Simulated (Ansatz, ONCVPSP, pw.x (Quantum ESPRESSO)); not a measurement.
# What a changed setting does to a pw.x run (fcc Pt)

Potential: optimised norm-conserving Vanderbilt (ONCV), ONCVPSP 4.0.1.1 (patched build), PBEsol; core [Kr] 4d10 4f14, reference 5s2 5p6 5d9 6s1; waves: 5s+6s: rc 1.60 bohr, ncon 3, nbas 7, qcut 9.4 1/bohr, 2 projectors; 5p: rc 1.55 bohr, ncon 4, nbas 9, qcut 9.7 1/bohr, 3 projectors, debl 3 Ha; 5d: rc 2.25 bohr, ncon 4, nbas 9, qcut 6.6 1/bohr, 2 projectors, debl 2.2 Ha; local part: polynomial inside 1.15 bohr (lpopt 3, dvloc0 3 Ha); core correction: Teter function, fcfact 4.75, rcfact 1.15.

The reference run (k-mesh 14³, cutoffs 85/340 Ry, Fermi–Dirac 0.01 Ry, mixing_beta 0.4, conv_thr 1e-9, no spin) gives -2.00 GPa at 15.052 Å³/atom, where all-electron LAPW gives 0.22 GPa. This run, with its own iteration cap, changes k-mesh points per axis to 3.

```
&control
  calculation='scf', prefix='x', pseudo_dir='./', outdir='./tmp', tstress=.true., disk_io='none'
/
&system
  ibrav=0, nat=1, ntyp=1, ecutwfc=85, ecutrho=340, nbnd=17,
  occupations='smearing', smearing='fd', degauss=0.01
/
&electrons
  conv_thr=1e-09, mixing_beta=0.4, electron_maxstep=70
/
ATOMIC_SPECIES
Pt 1.0 Pt.UPF
CELL_PARAMETERS angstrom
  0.00000000 1.95969314 1.95969314
  1.95969314 0.00000000 1.95969314
  1.95969314 1.95969314 0.00000000
ATOMIC_POSITIONS crystal
Pt 0.0000 0.0000 0.0000
K_POINTS automatic
3 3 3 0 0 0
```

```bash
pw.x < Pt.scf.in > Pt.scf.out
```

Q: How does the run end?

A: It converges in 8 iterations; the free energy moves by +563.4 meV/atom and the pressure by +10.45 GPa.

```
Message from routine setup:
     using ibrav=0 with symmetry is DISCOURAGED, use correct ibrav instead
     lattice parameter (alat)  =       5.2372  a.u.
     unit-cell volume          =     101.5759 (a.u.)^3
     number of electrons       =        18.00
     number of Kohn-Sham states=           17
     kinetic-energy cutoff     =      85.0000  Ry
     charge density cutoff     =     340.0000  Ry
     scf convergence threshold =      1.0E-09
     Exchange-correlation= PBESOL
     number of k points=     4  Fermi-Dirac smearing, width (Ry)=  0.0100
     iteration #  1     ecut=    85.00 Ry     beta= 0.40
     total energy              =    -250.51152110 Ry
     estimated scf accuracy    <       0.09396970 Ry
     iteration #  2     ecut=    85.00 Ry     beta= 0.40
     total energy              =    -250.52141004 Ry
     estimated scf accuracy    <       0.00535036 Ry
     iteration #  3     ecut=    85.00 Ry     beta= 0.40
     total energy              =    -250.52172771 Ry
     estimated scf accuracy    <       0.00075439 Ry
     iteration #  4     ecut=    85.00 Ry     beta= 0.40
     total energy              =    -250.52177270 Ry
     estimated scf accuracy    <       0.00002332 Ry
     iteration #  5     ecut=    85.00 Ry     beta= 0.40
     total energy              =    -250.52177624 Ry
     estimated scf accuracy    <       0.00000092 Ry
     iteration #  6     ecut=    85.00 Ry     beta= 0.40
     total energy              =    -250.52177630 Ry
     estimated scf accuracy    <       0.00000005 Ry
     iteration #  7     ecut=    85.00 Ry     beta= 0.40
     total energy              =    -250.52177630 Ry
     estimated scf accuracy    <          4.6E-09 Ry
     iteration #  8     ecut=    85.00 Ry     beta= 0.40
     the Fermi energy is    22.8029 ev
!    total energy              =    -250.52177631 Ry
     estimated scf accuracy    <          7.6E-11 Ry
     smearing contrib. (-TS)   =      -0.01634223 Ry
     The total energy is F=E-TS. E is the sum of the following terms:
     one-electron contribution =     -51.41517226 Ry
     hartree contribution      =      37.05897117 Ry
     xc contribution           =     -35.58460122 Ry
     ewald contribution        =    -200.56463177 Ry
     convergence has been achieved in   8 iterations
          total   stress  (Ry/bohr**3)                   (kbar)     P=       84.52
     Message from routine punch:
     Nothing written, as per user request (disk_io='none')
```

The run took about 2.2 s on one core of a shared host (Neoverse-N1, 64 threads, 124 GiB, load 56).
